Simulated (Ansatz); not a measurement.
Compare A (`FC1C=C1S`) with its isomer B (`FCC1=CS1`).

Program: Ansatz. Geometries: PBE0-D4/def2-TZVP. ΔE: electronic, gas phase. CCSD(T)/CBS adds triple-zeta CCSD(T) − MP2 to the extrapolated MP2 energy (def2 sets, frozen cores). Functionals use def2-TZVPP. B3LYP here is the variant with VWN-RPA as its local correlation; programs differ in this. One conformer a species, not always the lowest.

Problem. Which isomer does CCSD(T)/CBS put lower? Give the gap. (An estimate is asked.)

Solution. Computed: A, by 8.6 kcal/mol.

Problem. Give E(B) − E(A) in kcal/mol with PBE0-D4, ωB97M-V, B2PLYP, LDA (SPW92), B3LYP-D4, MP2/def2-TZVPP, PBE-D4. (Best estimate.)

Solution. Ansatz gave: PBE0-D4 12.4, ωB97M-V 10.5, B2PLYP 9.8, LDA (SPW92) 14.8, B3LYP-D4 10.5, MP2/def2-TZVPP 9.4, PBE-D4 12.1. None reverses the order clearly.

Problem. Does the order hold for the free energy at 298.15 K (harmonic terms from PBE0-D4)? (Best estimate.)

Solution. Computed: Yes: G(B) − G(A) = +9.3 kcal/mol, for one conformer each.

Largest T1 diagnostic: 0.012.

Leaving LDA and LC-ωPBE aside and taking each functional with its dispersion term where it has one, the values, not all of them listed here, spread over 3.2 kcal/mol, from B2PLYP to r2SCAN-D4. LDA lies +2.6 kcal/mol from PBE without D4. At CCSD(T), def2-SVP lies +4.2 kcal/mol from the extrapolated value and def2-TZVPP +0.4 kcal/mol.
